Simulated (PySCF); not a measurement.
Calculation: M06-2X/def2-TZVP // PBE0-D3(BJ)/def2-SVP (PySCF). Gas-phase values, no solvent. Delta-SCF ions had no search for a lower state. 

Reference species (SMILES): `N` (neutral, multiplicity 1).

```json
{
  "HOMO–LUMO gap": "10.91 eV",
  "dipole_moment": "1.80 D",
  "HOMO": "-9.31 eV",
  "vertical ionisation energy (Delta-SCF)": "11.00 eV"
}
```

Changed species: `S` (free base H2S; the reference has free base NH3).

Question: Give the shifts of the HOMO–LUMO gap, dipole moment, HOMO and vertical ionisation energy (Delta-SCF).

Answer: the HOMO–LUMO gap falls by 0.73 eV, to 10.18 eV; the dipole moment falls by 0.66 D, to 1.14 D; the HOMO goes up by 0.62 eV, to -8.69 eV; the vertical ionisation energy (Delta-SCF) falls by 0.58 eV, to 10.42 eV.
